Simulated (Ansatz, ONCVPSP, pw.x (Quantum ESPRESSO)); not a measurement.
**tantalum: does the ONCV potential hold in the solid?**

ONCVPSP 4.0.1.1 (patched build) input, shortened (lines: element, Z, core and valence counts, functional; n l f; lmax; l rc ep ncon nbas qcut; lloc lpopt rc5 dvloc0; l nproj debl; icmod fcfact rcfact), PBEsol, scalar-relativistic:

```
  Ta 73.00   10    3  -116133      upf
    1    0    2.00
    2    0    2.00
    2    1    6.00
    3    0    2.00
    3    1    6.00
    3    2   10.00
    4    0    2.00
    4    1    6.00
    4    2   10.00
    4    3   14.00
    5    0    2.00
    5    1    6.00
    5    2    3.00
    2
    0    1.90    0.00    4    7    7.20
    1    1.70    0.00    4    7    9.60
    2    1.75    0.00    4    8    6.50
    4    5    1.40    4.00
    0    2    3.20
    1    2    1.90
    2    2    2.30
    3    2.50    1.65
```

In the s channel the program set the typed energies aside and used -3.256, 0.050 Ha. In the p channel the program set the typed energies aside and used -2.020, 0.250 Ha.

Atomic tests: cutoffs needed: 26 Ha and 32 Ha (the cutoffs (Ha) at which the residual kinetic energy of the hardest occupied pseudo-wave falls to 1 and 0.1 mHa per electron); ghost test: no bound ghost flagged; no localised positive-energy state flagged; largest excitation error: +29 meV (all-electron minus pseudo) for 5s2 5p6 5d3 6s2, out of 4 test configurations.

Crystal test: fcc Ta in pw.x 7.5, no spin, 14³ k-points, Fermi–Dirac smearing 0.01 Ry, cutoffs 75/300 Ry. The reference is all-electron LAPW (Ansatz 0.2.0) with the same functional, mesh and smearing; V0 and B0 come from Birch–Murnaghan fits to the pressures at five volumes. Errors are pseudo minus all-electron; Δ is the rms difference of the E(V) curves that follow from these fits, minima aligned, over ±6 % about the mean V0. Mesh and smearing are coarse, so the numbers serve the comparison and aren't converged zero-temperature values; the lattice is a test structure that the element need not adopt.

All-electron: a0 = 4.177 Å (V0 = 18.22 Å³/atom), B0 = 198.7 GPa.

**Question.** How far does the potential miss the all-electron equation of state?

**Answer.** mean pressure error (GPa): -4.69; a0 (Å): 4.143; a0 error (%): -0.82; B0 error (%): +0.2; Δ (meV/atom): 19.4. This is a poor potential for the solid.

```json
{"V (Å³/atom)": "17.367", "P all-electron (GPa)": "10.42", "P pseudo (GPa)": "4.85"}
{"V (Å³/atom)": "17.824", "P all-electron (GPa)": "4.57", "P pseudo (GPa)": "-0.52"}
{"V (Å³/atom)": "18.281", "P all-electron (GPa)": "-0.64", "P pseudo (GPa)": "-5.29"}
{"V (Å³/atom)": "18.738", "P all-electron (GPa)": "-5.27", "P pseudo (GPa)": "-9.53"}
{"V (Å³/atom)": "19.195", "P all-electron (GPa)": "-9.40", "P pseudo (GPa)": "-13.30"}
```

**Question.** At the middle volume, how do free energy and pressure move when the wave cutoff is lowered (ecutrho kept at four times it)?

**Answer.**

```tsv
cutoff (Ry)	shift of F (meV/atom)	shift of P (GPa)
34	+2301.2	-51.79
45	+535.5	-21.30
60	+37.4	-2.61
```

The run at the middle volume (104 k-points, 9 iterations) took about 12 s on one core of a shared host (AMD EPYC 9R45 96-Core Processor, 96 threads, 376 GiB, load 47).
